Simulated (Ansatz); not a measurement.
Input for Ansatz (development build ahead of 0.2.0):

```yaml
crystal:
  periodic: [false, false, false]
  atoms:
    - { symbol: B, position_ang: [0.04365, -0.01625, -0.85254] }
    - { symbol: "N", position_ang: [-0.04224, -0.01049, 0.74652] }
    - { symbol: H, position_ang: [0.07032, -1.13215, -1.17652] }
    - { symbol: H, position_ang: [-1.06605, 0.51245, -1.2997] }
    - { symbol: H, position_ang: [0.928, 0.52981, -1.2033] }
    - { symbol: H, position_ang: [0.09516, 0.93924, 1.10899] }
    - { symbol: H, position_ang: [-0.91793, -0.5339, 1.06451] }
    - { symbol: H, position_ang: [0.8304, -0.43322, 1.03064] }
basis:
  gaussian: { orbitals: cc-pVDZ }
hamiltonian:
  xc: hf
correlation:
  method: mp2
  frozen_orbitals: { B: 1, H: 0, "N": 1 }
```

The input is written out in the form of the current development build from the run's settings.

Results

```json
{
 "Converged": "yes",
 "Reference energy": "-82.60056 hartree",
 "Correlation energy": "-0.30017 hartree",
 "Total energy": "-82.90073 hartree",
 "Spin squared of the determinant": "0.000"
}
```
